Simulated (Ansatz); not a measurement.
# Match the barriers

Saddle point of CH₅BO, closed shell (CH₅BO ([BH2][O][CH3]) → CH₃BO ([BH]1[CH2][O]1) + H₂; bonds formed: B1–C4, H2–H5; bonds broken: B1–H2, C4–H5), PBE0-D4/def2-TZVP structure:

```xyz
8
angstrom
B -0.2256 -0.6636 0.2701
H -0.7787 -0.2506 1.3794
O 1.1689 -0.3741 0.2589
C 0.4718 0.5309 -0.5354
H -0.8529 0.3975 0.6351
H -0.8339 -1.5818 -0.1724
H 0.5059 0.3683 -1.6106
H 0.5445 1.5734 -0.2249
```

Computed with Ansatz 0.2.0 (basis: def2-TZVPP, with def2-QZVPP for the basis limit); correlated methods freeze the cores. Extrapolation: Hartree–Fock as exp(−7.88 √X), correlation as X^−2.97. Four methods, as single points on the PBE0-D4 structures, gave these electronic barriers from the start structure: 45.14, 55.51, 59.97, 83.06 kcal/mol.

(1) The methods were, in alphabetical order, HF, MP2, PBE0-D4, SPW92. Which gave which? (A judgement: the text doesn't fix the answer.)

No T1 diagnostic of these runs exceeds 0.017.

## Answers

(1) The calculation gives: SPW92 45.14; PBE0-D4 55.51; MP2 59.97; HF 83.06 kcal/mol. For comparison, CCSD(T) at an estimated basis limit (MP2 extrapolated from triple and quadruple zeta, plus CCSD(T) − MP2 in triple zeta) gives 62.25 kcal/mol.

Labels in which every atom is bracketed show which atoms are joined, not bond orders.

For scale, one of the runs: CCSD(T)/def2-TZVPP, 163 basis functions, launched by `ansatz run in.yaml --threads 2 --pin off --events-out ev --progress --plain --max-ram 4352MiB`. Hardware: 2 CPU threads of an Arm Neoverse V1, shared host. Wall time 23 s; peak host memory 1.3 GiB.
